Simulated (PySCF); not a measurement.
Na₂, optimised at HF/6-31G*:

```xyz
2

Na     0.0019    -1.1753     1.0778
Na    -0.0019     1.1753    -1.0778
```

Energies from PySCF (xtb for GFN2), thermal terms from the rigid-rotor harmonic-oscillator model, ideal gas at 1 bar. 6-31G* has spherical d functions here. All species are closed-shell singlets. B3LYP is the form with VWN-RPA correlation.

### Question
List the harmonic frequencies (cm⁻¹, unscaled) at this level and at the other levels, each on its own geometry.

### Answer
- HF/6-31G*: 158
- B3LYP/6-31G*: 160
- GFN2-xTB: 263
- PBE/def2-SVP: 156
- PBE0/def2-TZVP: 160
